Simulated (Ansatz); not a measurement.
Li3H2. Charge 0, multiplicity 4. Geometry PBE-D4/def2-TZVP.

```xyz
5

Li    1.1611   -1.6642    0.0478
Li    0.3247    0.6565    1.8716
Li    0.5186    1.0474   -1.1262
H    -1.1075    0.2930   -0.1664
H    -0.8969   -0.3327   -0.6268
```

LC-ωPBE has ω = 0.4 bohr⁻¹. In the quartet, H4 and H5 lie 0.80 Å apart (atoms count from 1), so H2 has formed as a molecule. At PBE0-D4/def2-TZVP a doublet of charge 0 lies 2.53 eV below the quartet, each at its own geometry. The structure comes from a short search, and lower isomers may exist.

Problem. Estimate the α-spin orbital energies around the gap (eV) in Ansatz with HF/STO-3G, r2SCAN-D4/def2-TZVP, PBE0-D4/def2-TZVP, CAM-B3LYP-D4/def2-TZVP, LC-ωPBE/def2-TZVP.

Solution. 
```csv
orbital,HF/STO-3G,r2SCAN-D4/def2-TZVP,PBE0-D4/def2-TZVP,CAM-B3LYP-D4/def2-TZVP,LC-ωPBE/def2-TZVP
HOMO−5,-64.33,-53.17,-55.73,-57.22,-57.46
HOMO−4,-64.14,-52.79,-55.40,-56.87,-57.16
HOMO−3,-17.22,-12.16,-13.39,-14.95,-16.59
HOMO−2,-6.28,-4.40,-5.06,-6.04,-7.36
HOMO−1,-4.23,-3.35,-3.80,-4.53,-5.51
HOMO,-3.81,-2.81,-3.30,-3.96,-4.91
LUMO,2.57,-1.61,-1.22,-0.32,0.28
LUMO+1,2.66,-1.22,-0.85,0.02,0.67
LUMO+2,2.76,-1.06,-0.68,0.22,0.83
LUMO+3,3.82,-0.85,-0.44,0.60,1.25
LUMO+4,4.70,-0.57,-0.13,0.89,1.56
LUMO+5,6.20,0.43,0.79,1.83,2.53
β HOMO,-16.64,-11.70,-12.93,-14.46,-16.06
β LUMO,2.50,-1.27,-1.75,-1.43,-0.27
```
